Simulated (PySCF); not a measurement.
# C5H4O (Cyclopentadienone): the cost of one run

Programs: PySCF 2.14.0, with density-fitted response routines of our own. Each step states its level of theory. These are calculated values for one molecule in the gas phase, unless marked as measured. Atoms are numbered from 0 throughout.

## (1) The starting structure

10 atoms, charge 0, multiplicity 1; geometry from: MMFF94s.

Bonds of the start (Å): O0–C1 1.22, C1–C2 1.47, C2–C3 1.34, C3–C4 1.43, C4–C5 1.34, C5–C1 1.47, C2–H6 1.07, C3–H7 1.08, C4–H8 1.08, C5–H9 1.07.

## (2) Relaxing the molecule at PBE0-D3(BJ)/def2-SVP

Job settings and geometry (Å):

```
{"job": {"xc": "PBE0", "basis": "def2-SVP", "d3": "d3bj", "grid": 1, "kind": "geom"}, "charge": 0, "multiplicity": 1}
O      2.368468     0.259792    -0.175436
C      1.163888     0.127664    -0.086210
C      0.187929     1.217423     0.061833
C     -0.999701     0.609932     0.119594
C     -0.851191    -0.812952     0.017501
C      0.434931    -1.149103    -0.107965
H      0.435761     2.261342     0.107830
H     -1.952681     1.107040     0.228261
H     -1.680003    -1.505500     0.040807
H      0.892599    -2.115638    -0.206214
```

The run is started by

```bash
> OMP_NUM_THREADS=1 python probes_run.py task.json out
```

The driver reads the jobs from task.json and runs them one after another.

Q: Estimate the wall time and peak memory of this first job on 1 thread of Intel Xeon 6975P-C, shared host.

About 23 s, with a peak of 0.42 GiB.
